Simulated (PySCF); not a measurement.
**Electric properties by functional and basis**

1,4-dioxane, C4H8O2.
Bonds: C1–C2, C2–O3, O3–C4, C4–C5, C5–O6, C1–O6. Hydrogens: H7, H8 on C1; H9, H10 on C2; H11, H12 on C4; H13, H14 on C5.

PySCF, dipoles from the SCF density, polarisabilities from static response with core orbitals frozen. One conformer (not necessarily the lowest) at the PBE0-D3(BJ)/def2-SVP geometry, without solvent, vibrations or thermal averaging.

Reference polarisability: 8.430 Å³ (measured, gas; NIST CCCBDB Release 22 (SRD 101), experimental polarizabilities). The anisotropy is √(½[(α1 − α2)² + (α2 − α3)² + (α3 − α1)²]).

```json
{"level": "LDA/def2-SVPD", "α (au)": "59.48", "error (%)": "+4.5", "anisotropy (au)": "10.98"}
{"level": "PBE/def2-SVPD", "α (au)": "58.81", "error (%)": "+3.4", "anisotropy (au)": "11.15"}
{"level": "B3LYP/def2-SVPD", "α (au)": "56.41", "error (%)": "-0.8", "anisotropy (au)": "10.80"}
{"level": "PBE0/def2-SVPD", "α (au)": "55.74", "error (%)": "-2.0", "anisotropy (au)": "10.77"}
{"level": "BHandHLYP/def2-SVPD", "α (au)": "53.78", "error (%)": "-5.5", "anisotropy (au)": "10.52"}
{"level": "CAM-B3LYP/def2-SVPD", "α (au)": "55.32", "error (%)": "-2.8", "anisotropy (au)": "10.37"}
{"level": "wB97X-D/def2-SVPD", "α (au)": "55.12", "error (%)": "-3.1", "anisotropy (au)": "10.24"}
{"level": "LC-wPBE/def2-SVPD", "α (au)": "53.85", "error (%)": "-5.3", "anisotropy (au)": "9.93"}
{"level": "HF/def2-SVPD", "α (au)": "51.33", "error (%)": "-9.8", "anisotropy (au)": "10.26"}
{"level": "PBE0/6-31G*", "α (au)": "47.18", "error (%)": "-17.1", "anisotropy (au)": "12.27"}
{"level": "PBE0/def2-SVP", "α (au)": "48.40", "error (%)": "-14.9", "anisotropy (au)": "12.17"}
{"level": "PBE0/6-31+G*", "α (au)": "52.99", "error (%)": "-6.9", "anisotropy (au)": "10.39"}
{"level": "PBE0/aug-cc-pVDZ", "α (au)": "57.28", "error (%)": "+0.7", "anisotropy (au)": "11.14"}
{"level": "PBE0/def2-TZVP", "α (au)": "54.37", "error (%)": "-4.4", "anisotropy (au)": "11.81"}
{"level": "PBE0/def2-TZVPD", "α (au)": "57.02", "error (%)": "+0.2", "anisotropy (au)": "11.05"}
```

For the polarisability, the smallest error is 0.2% (PBE0/def2-TZVPD) and the largest 17.1% (PBE0/6-31G*). The dipole stays under 0.05 D at every level. In one basis (def2-SVPD) the functionals order the polarisability from HF (lowest) to LDA (highest), a spread of 16%. With PBE0 the polarisability is 49.98 au without diffuse functions (mean of 6-31G*, def2-SVP and def2-TZVP) and 55.76 au with them (mean of 6-31+G*, def2-SVPD, aug-cc-pVDZ and def2-TZVPD). Measured values can belong to vibrating molecules; the computed ones are for one fixed geometry.
